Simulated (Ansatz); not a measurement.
A run of Ansatz (development build ahead of 0.2.0) on singlet C₆H₆ at this shape:

```xyz
12

C     0.8175   -0.8308    0.7038
C     1.2369    0.4235    0.3802
C     0.4194    1.2543   -0.3236
C    -0.8175    0.8308   -0.7038
C    -1.2369   -0.4235   -0.3802
C    -0.4194   -1.2543    0.3236
H     1.4533   -1.4769    1.2511
H     2.1988    0.7529    0.6759
H     0.7455    2.2297   -0.5752
H    -1.4533    1.4769   -1.2511
H    -2.1988   -0.7529   -0.6759
H    -0.7455   -2.2297    0.5752
```

Its results:

```yaml
Converged: yes
Total_energy: -227.88352 hartree
Spin_squared_of_the_determinant: 0.000
```

(1) Which input gives this output? Name the method, the orbitals and the basis set, and write the input.

Answers

(1) RHF in STO-3G. An unrestricted run that stays on the closed shell gives the same numbers.

```yaml
crystal:
  periodic: [false, false, false]
  atoms:
    - { symbol: C, position_ang: [0.81752, -0.83079, 0.7038] }
    - { symbol: C, position_ang: [1.23691, 0.42352, 0.38022] }
    - { symbol: C, position_ang: [0.41939, 1.25431, -0.32358] }
    - { symbol: C, position_ang: [-0.81752, 0.83079, -0.7038] }
    - { symbol: C, position_ang: [-1.23691, -0.42352, -0.38022] }
    - { symbol: C, position_ang: [-0.41939, -1.25431, 0.32358] }
    - { symbol: H, position_ang: [1.45327, -1.47686, 1.25112] }
    - { symbol: H, position_ang: [2.19881, 0.75287, 0.6759] }
    - { symbol: H, position_ang: [0.74554, 2.22973, -0.57522] }
    - { symbol: H, position_ang: [-1.45327, 1.47686, -1.25112] }
    - { symbol: H, position_ang: [-2.19881, -0.75287, -0.6759] }
    - { symbol: H, position_ang: [-0.74554, -2.22973, 0.57522] }
basis:
  gaussian: { orbitals: STO-3G }
hamiltonian:
  xc: hf
```
